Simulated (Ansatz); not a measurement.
CH₂O₃, SMILES `O=C(O)O`. Charge 0, multiplicity 1. Geometry: relaxed with PBE0-D4/def2-TZVP. It is one conformer, not always the lowest.

```xyz
6

O    -1.243    0.315   -0.303
C    -0.111    0.028   -0.027
O     0.494    0.290    1.129
O     0.744   -0.604   -0.827
H    -0.155    0.746    1.677
H     0.270   -0.775   -1.649
```

(1) What is the dipole moment at r2SCAN/def2-TZVPP? (An estimate is asked.)

(2) And with PBE, B3LYP, ωB97M-V? (Best estimate.)

(3) Give the Mulliken charges with r2SCAN, ωB97M-V, PBE in def2-TZVPP. (An estimate is asked.)

Results:

(1) The calculation gave: 0.32 D, with components (0.30, -0.08, 0.07) D in this frame, pointing from negative to positive charge.

(2) Computed: PBE 0.31 D, B3LYP 0.29 D, ωB97M-V 0.29 D.

(3) The calculation gave: 
| atom | r2SCAN | ωB97M-V | PBE |
| --- | --- | --- | --- |
| O1 | -0.37 | -0.36 | -0.31 |
| C2 | 0.46 | 0.43 | 0.31 |
| O3 | -0.28 | -0.25 | -0.22 |
| O4 | -0.28 | -0.25 | -0.22 |
| H5 | 0.24 | 0.21 | 0.22 |
| H6 | 0.24 | 0.21 | 0.22 |

B3LYP here is the variant with VWN-RPA as its local correlation; programs differ in this.
